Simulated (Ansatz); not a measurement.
A nudged elastic band was laid between two geometries of CH5BO + H2 (10 atoms, charge 0, multiplicity 1).

These are results of RKS B3LYP-D4/def2-SVP in Ansatz, not measurements.

- movable images: 5
- climbing image: yes
- spring: 5.0 eV/Å²
- optimiser: quadratic models (default)
- start path: through a guess of the saddle point
- force threshold: 0.05 eV/Å
- iteration limit: 60
- end points: relaxed

First end point:

```xyz
10
Properties=species:S:1:pos:R:3
B 0.255 0.248 0.298
C 0.154 0.414 1.853
H -0.727 -0.122 2.249
H 1.053 0.075 2.390
H -0.016 1.479 2.097
O 1.425 -0.154 -0.257
H 1.391 -0.213 -1.219
H -0.691 0.489 -0.429
H -0.789 -3.038 0.462
H -0.694 -2.703 1.138
```

Last end point:

```xyz
10
Properties=species:S:1:pos:R:3
B -0.137 -0.728 -0.928
C 0.008 -0.094 2.617
H -0.719 0.592 3.075
H 0.740 -0.413 3.374
H 0.526 0.419 1.793
O 0.903 0.132 -0.956
H 1.756 -0.287 -0.778
H -1.230 -0.262 -1.136
H 0.034 -1.906 -0.704
H -0.520 -0.977 2.226
```

(1) Which bonds break or form, and what moves?

(2) What energy profile does the band end with?

(3) What is the geometry of the highest image?

Results:

(1) Bonds broken: B1–C2, H9–H10. Bonds formed: B1–H9, C2–H10. CH5BO + H2 becomes BH3O + CH4.

(2) The forces met the threshold. The highest image is number 3 of 0 to 6, 41.9 kcal/mol above the first end and 46.3 kcal/mol above the last; the last end lies 4.4 kcal/mol below the first. Neighbouring images differ by up to 1.7 eV, so the band resolves the path poorly. A vibrational analysis at the climbing image gives 2 clearly imaginary modes (1194i, 280i cm⁻¹): a point of higher order, so a lower path passes nearby. The orbitals stay closed-shell, which can raise the energy where a bond breaks towards radicals; this wasn't checked here.

```json
{"image": "0", "path coordinate (Å)": "0.00", "energy (kcal/mol)": "0.0", "B1–C2 (Å)": "1.57", "H9–H10 (Å)": "0.76", "B1–H9 (Å)": "3.45"}
{"image": "1", "path coordinate (Å)": "1.00", "energy (kcal/mol)": "1.1", "B1–C2 (Å)": "1.57", "H9–H10 (Å)": "0.76", "B1–H9 (Å)": "2.65"}
{"image": "2", "path coordinate (Å)": "2.01", "energy (kcal/mol)": "15.3", "B1–C2 (Å)": "1.59", "H9–H10 (Å)": "0.77", "B1–H9 (Å)": "1.92"}
{"image": "3", "path coordinate (Å)": "3.01", "energy (kcal/mol)": "41.9", "B1–C2 (Å)": "1.78", "H9–H10 (Å)": "1.05", "B1–H9 (Å)": "1.35"}
{"image": "4", "path coordinate (Å)": "4.08", "energy (kcal/mol)": "2.0", "B1–C2 (Å)": "2.62", "H9–H10 (Å)": "1.86", "B1–H9 (Å)": "1.21"}
{"image": "5", "path coordinate (Å)": "5.16", "energy (kcal/mol)": "-4.1", "B1–C2 (Å)": "3.28", "H9–H10 (Å)": "2.56", "B1–H9 (Å)": "1.21"}
{"image": "6", "path coordinate (Å)": "6.23", "energy (kcal/mol)": "-4.4", "B1–C2 (Å)": "3.60", "H9–H10 (Å)": "3.12", "B1–H9 (Å)": "1.21"}
```

(3) 
```xyz
10
Properties=species:S:1:pos:R:3:forces:R:3
B -0.062 -0.336 0.149 0.01 0.02 0.02
C -0.004 -0.054 1.904 -0.01 0.01 -0.02
H -0.965 -0.144 2.433 0.00 0.00 0.00
H 0.793 -0.542 2.489 0.00 0.00 0.00
H 0.258 1.010 1.822 0.00 0.00 0.01
O 1.134 0.021 -0.495 -0.01 -0.01 -0.02
H 1.770 -0.687 -0.625 0.00 0.01 0.01
H -1.110 0.134 -0.219 0.00 0.00 0.00
H -0.324 -1.658 0.086 0.00 0.00 0.01
H -0.129 -1.267 1.038 0.00 -0.02 -0.02
```

The run took 2.1 min on 1 thread of Arm Neoverse V1 (shared host), peak memory 0.13 GiB.
